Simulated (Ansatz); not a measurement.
`C#CCO`: measurement beside calculation (Ansatz, PBE0-D4/def2-TZVP geometry).

```xyz
8

C     0.996    1.369   -0.800
C     0.214    0.614   -0.288
C    -0.699   -0.322    0.356
O    -0.313   -1.671    0.209
H     1.680    2.039   -1.263
H    -0.800   -0.046    1.415
H    -1.691   -0.236   -0.094
H     0.611   -1.746    0.464
```

Measured: 22 cm⁻¹ (tunneling splitting of gauche conformers, vibrational ground state, earlier experiment); 3662 ± 1 cm⁻¹ (OH stretch fundamental, gauche, from lower tunneling state, Raman jet spectroscopy); 3658 ± 1 cm⁻¹ (OH stretch fundamental, gauche, from upper tunneling state, Raman jet spectroscopy). Source: Hydrogen Delocalization in an Asymmetric Biomolecule: The Curious Case of Alpha-Fenchol, 2021 (pmc:8746872).

Harmonic PBE0-D4 wavenumbers (cm⁻¹, unscaled): 203, 280, 349, 573, 668, 716, 927, 994, 1095, 1220, 1352, 1415, 1484, 2237, 3012, 3095, 3481, 3860. Fundamentals include anharmonicity and usually lie a few per cent under these; harmonic values from spectra compare directly.
